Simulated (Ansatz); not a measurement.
**BH₄O (doublet): the correlation ladder at distance B1–H4 along a hydrogen transfer = 1.749 Å, cc-pVDZ**

The task here is to estimate one member of a computed series from the others.

Program: Ansatz 0.2.0, Gaussian basis. Level of theory: cc-pVDZ, core rule «outside noble gas», up to 2 orbitals frozen. These are calculated values, not measurements.

Plan: UHF; CCSD(T) on ROHF; CCSD(T) on UHF; BCCD(T) on ROHF; CISD; CCSDT(Q) on ROHF; CCSDT(Q) on UHF; CASSCF and MRCISD+Q, 3 electrons in 3 orbitals; CASSCF and NEVPT2, 3 electrons in 3 orbitals.

11 further runs of the same task are left out: 4 for a mislabelled method, 6 that didn't finish, 1 set aside as unsound or not needed.

## The system

The geometry derives from fragments relaxed apart (PBE0/def2-TZVP) and kept rigid, so it is no stationary point. A hydrogen atom is moved between rigid fragments.

6 atoms, charge 0, spin multiplicity 2.

Atoms are counted from 1 here; the program's logs count them from 0.

Bond lengths: B1–H2 1.193 Å, B1–H3 1.193 Å, H4–O5 1.083 Å, O5–H6 0.973 Å. Angles: H2–B1–H3 120.0°, H4–O5–H6 105.0°.

As a file:

```xyz
6

B    -1.5880    0.0307    0.0000
H    -2.1848    1.0643    0.0000
H    -2.1848   -1.0029    0.0000
H     0.1610    0.0307    0.0000
O     1.2440    0.0307    0.0000
H     1.4958   -0.9092    0.0000
```

Set-up of the first run:

Contents of in.yaml:

```yaml
crystal:
  periodic: [false, false, false]
  atoms:
    - {symbol: B, position_ang: [-1.588040, 0.030718, 0.000000]}
    - {symbol: H, position_ang: [-2.184773, 1.064290, 0.000000]}
    - {symbol: H, position_ang: [-2.184774, -1.002853, 0.000000]}
    - {symbol: H, position_ang: [0.160960, 0.030718, 0.000000]}
    - {symbol: O, position_ang: [1.243960, 0.030718, 0.000000]}
    - {symbol: H, position_ang: [1.495819, -0.909232, 0.000000]}
basis:
  gaussian: {orbitals: cc-pVDZ}
magnetization: {spin_polarized: true, initial_magnetization: 1}
hamiltonian: {xc: hf}
output: {orbitals: {seedname: orbitals}}
```

Run with:

```bash
> ansatz run in.yaml --threads 1 --pin off --events-out ev --progress --plain --max-ram 2393MiB
```

Among the steps run: UHF; CCSD(T) on ROHF; CCSD(T) on UHF; BCCD(T) on ROHF; CISD; CCSDT(Q) on ROHF; CCSDT(Q) on UHF; CASSCF and MRCISD+Q, 3 electrons in 3 orbitals; CASSCF and NEVPT2, 3 electrons in 3 orbitals.

One table of the session follows, with a row left open; its other results are not shown here.

```
       method  from UCCSDT(Q) (kcal/mol)
         ROHF                    +199.97
          UHF                    +197.67
         RMP2                     +22.51
         UMP2                     +22.79
         CISD                     +19.45
        RCCSD                      +4.37
        UCCSD                      +4.31
     RCCSD(T)                      +0.85
     UCCSD(T)                      +0.84
      BCCD(T)                      +0.84
       RCCSDT                      +0.42
       UCCSDT                      +0.41
    RCCSDT(Q)                          ?
    UCCSDT(Q)                          0
  CASSCF pair                    +184.40
  NEVPT2 pair                     +22.32
  MRCISD pair                     +16.87
MRCISD+Q pair                      +2.27
```

Estimate the missing values for RCCSDT(Q).

The run gave: from UCCSDT(Q) (kcal/mol): +0.02. In the column «from UCCSDT(Q) (kcal/mol)» it lies between UCCSDT(Q) (0) and UCCSDT (+0.41).

Caveats from the session: Restricted and unrestricted rows rest on different reference determinants; where their highest levels disagree by more than a few hundredths of an eV, they describe different states and don't form one ladder.
